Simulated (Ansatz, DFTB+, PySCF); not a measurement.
Band gap of diamond-structure Si: levels of theory against measurement

Reference value: 1.23 eV (measured, zero-point renormalisation of 0.06 eV added back here (the table's ZPR column); inputs from Chen et al. (2018), doi:10.1103/physrevmaterials.2.073803).

Question: What do GFN1-xTB as cut by DFTB+, PBE, PBE-D3(BJ), r²SCAN+rVV10, B3LYP (VWN-RPA form), Hartree–Fock, G0W0@Hartree–Fock give, and how far is each from the reference?

Answer: 
```tsv
level (code)	value (eV)	cell (Å³/atom)	error (eV)
GFN1-xTB as cut by DFTB+	0.75 (indirect)	20.01	-0.48
PBE (Ansatz)	0.57 (indirect)	20.01	-0.66
PBE-D3(BJ) (Ansatz)	0.56	19.92	-0.67
r²SCAN+rVV10 (Ansatz)	0.73 (indirect)	20.07	-0.50
B3LYP (VWN-RPA form) (Ansatz)	1.77 (indirect)	20.01	+0.54
Hartree–Fock (Ansatz)	6.34 (indirect)	20.01	+5.11
G0W0@Hartree–Fock (PySCF)	2.63 ± 0.07	20.01	+1.40
```

Leaving aside GFN1-xTB as cut by DFTB+ (doubt noted below): Once the reference is moved by up to 0.10 eV (a margin picked here for doubts on the reference and the settings) and values within 0.03 eV count as equal, the nearest can be r²SCAN+rVV10 (-0.50 eV) or B3LYP (VWN-RPA form) (+0.54 eV). Farthest off among them: Hartree–Fock (+5.11 eV). Every ranked level misses the reference by more than 0.2 eV. Even the nearest is off by 0.50 eV.

Density-functional gaps are differences of (generalised) Kohn–Sham levels of a static lattice; semilocal ones lie below quasiparticle gaps as a rule. Measured gaps hold zero-point and thermal shifts unless a correction is named.  A ± on a computed value is a rough bar: the spread of its extrapolation, a floor set from checks against published values, or a statistical error. GFN1-xTB as cut by DFTB+, PBE-D3(BJ): the gap is read on the k mesh or supercell of the run alone and can be too large. GFN1-xTB as cut by DFTB+: the method was fitted mainly to molecules. GFN1-xTB as cut by DFTB+: codes differ in how they cut the long-range tail of xTB's charge interaction in a crystal, so the value belongs to this code. Values are at the measured cell; PBE-D3(BJ) at the level's own equilibrium cell; r²SCAN+rVV10 at the level's own relaxed cell. Cutoffs and k meshes differ between the levels. Ansatz's density-functional and Hartree–Fock values are scalar-relativistic unless marked +SOC, with PAW data made under PBE.

Differences are worked out from the printed values.

Ansatz is a quantum-chemistry and plane-wave program.
